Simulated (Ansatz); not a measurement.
Born–Oppenheimer molecular dynamics of CHNSi (4 atoms, charge 0, multiplicity 1). It goes on from the last frame of an earlier run, with new velocities.

The calculation used Ansatz 0.2.0, UKS B3LYP-D4/def2-SVP.

- ensemble: NVT, Nosé–Hoover chain
- time step: 0.5 fs
- steps asked: 166
- set temperature: 400 K
- thermostat: time constant 100 fs, chain length 5
- masses: H 3.016 u
- seed: 207053

First frame:

```xyz
4
Properties=species:S:1:pos:R:3
C -0.931 -0.236 0.721
Si 1.218 -0.157 0.927
N -0.024 0.086 -0.355
H -0.304 0.315 -1.287
```

(1) How far do the bonds stretch over the last three quarters of this one trajectory? (Pairs bonded in most of those frames.)

Answers

(1) 
```json
{"bond": "C1–Si2", "mean (Å)": "1.975", "spread (Å)": "0.065", "shortest": "1.87", "longest": "2.11"}
{"bond": "C1–N3", "mean (Å)": "1.348", "spread (Å)": "0.076", "shortest": "1.20", "longest": "1.45"}
{"bond": "Si2–N3", "mean (Å)": "1.765", "spread (Å)": "0.023", "shortest": "1.72", "longest": "1.80"}
{"bond": "N3–H4", "mean (Å)": "1.042", "spread (Å)": "0.050", "shortest": "0.95", "longest": "1.12"}
```

Mean temperature of the second half: 830 K. The conserved energy stayed within 0.53 meV per atom of its start (net change -0.24 meV per atom), so the integration is sound. The mean temperature of the second half is 108 % above the set value. A run of 0.083 ps of so small a system gives no equilibrium averages.

Time of the run: 3.8 min on 1 thread of Arm Neoverse V2 (shared host), peak memory 0.11 GiB.
